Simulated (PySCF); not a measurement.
```xyz
4
charge 0 multiplicity 2, angstrom
S     0.0000    0.0217   -0.0387
H     0.0000   -0.1111    1.2915
H     1.4595   -0.2864   -0.0304
H    -1.4595   -0.2864   -0.0304
```

All numbers come from PySCF, UPBE0, basis S def2-TZVP, H def2-TZVP (no relativity, density fitting).

This geometry of SH3 is a stationary point at this level.

(1) What is the point group?

(2) Is it a minimum?

(3) Give the atomic charges and bond orders.

(4) Give the ideal-gas entropy at 298.15 K and 1 bar by parts.

Results:

(1) Cs.

(2) Yes: all harmonic wavenumbers are real.

(3) 
| atom | Mulliken | Löwdin | polar tensor | spin (Mulliken) | Mayer order to S1 |
| --- | --- | --- | --- | --- | --- |
| S1 | -0.31 | -0.03 | 0.35 | 0.17 | – |
| H2 | 0.20 | 0.04 | 0.04 | -0.02 | 0.94 |
| H3,4 | 0.06 | 0.00 | -0.19 | 0.42 | 0.69 |

(4) translation 153.2, rotation 64.9, vibration 3.3, spin 5.8; total 227.3 J/(mol K).

Only a few start shapes were tried, so a lower isomer may exist.
